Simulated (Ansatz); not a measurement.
# A ladder of methods for SiNH5 (SMILES [SiH3]N)

SiNH5 has 7 atoms, charge 0, and is taken as a singlet. SMILES: `[SiH3]N`. The shape was relaxed beforehand at PBE0/def2-SVP.

| atom | x (Å) | y (Å) | z (Å) |
| --- | --- | --- | --- |
| Si | -0.4135 | -0.2935 | -0.4221 |
| N | 0.6151 | 0.3445 | 0.8179 |
| H | -0.0216 | -1.7153 | -0.6606 |
| H | -1.8240 | -0.2194 | 0.0648 |
| H | -0.3718 | 0.4027 | -1.7540 |
| H | 0.3964 | 1.2483 | 1.2230 |
| H | 1.6194 | 0.2327 | 0.7310 |

Quantity: the adiabatic electron affinity (to the doublet anion, shapes relaxed at PBE0/def2-SVP, no zero-point term), in eV. The values are calculated.

The electron affinity is E(neutral) − E(anion): positive where the electron is bound.

| level | kind | program | value (eV) | less CCSD(T)/def2-TZVPP | CPU time (all runs) |
| --- | --- | --- | --- | --- | --- |
| SVWN5/def2-TZVPP | LDA | Ansatz | -1.38 | +0.41 | 1.2 s |
| PBE/def2-TZVPP | GGA | Ansatz | -1.43 | +0.36 | 2.1 s |
| r2SCAN/def2-TZVPP | meta-GGA | Ansatz | -1.50 | +0.29 | 3.8 s |
| PBE0-D4/def2-TZVPP | global hybrid | Ansatz | -1.53 | +0.26 | 2.3 s |
| B2PLYP/def2-TZVPP | double hybrid | Ansatz | -1.77 | +0.02 | 4 s |
| RPA@PBE/def2-TZVPP | RPA | Ansatz | -1.48 | +0.31 | 3.8 s |
| MP2/def2-TZVPP | perturbation theory | Ansatz | -1.90 | -0.11 | 1.9 s |
| CCSD(T)/def2-TZVPP | coupled cluster or CI | Ansatz | -1.79 | 0.00 | 30 s |

Differences are taken from CCSD(T)/def2-TZVPP for orientation; it has basis-set and higher-order errors of its own. The values span -1.90 to -1.38 eV. Negative values mean that the anion is unbound at that level; they are set by how diffuse the basis is and aren't properties of the molecule. Times are those of the runs behind each value, whatever else they computed, on shared processors of several kinds: orders of magnitude only.
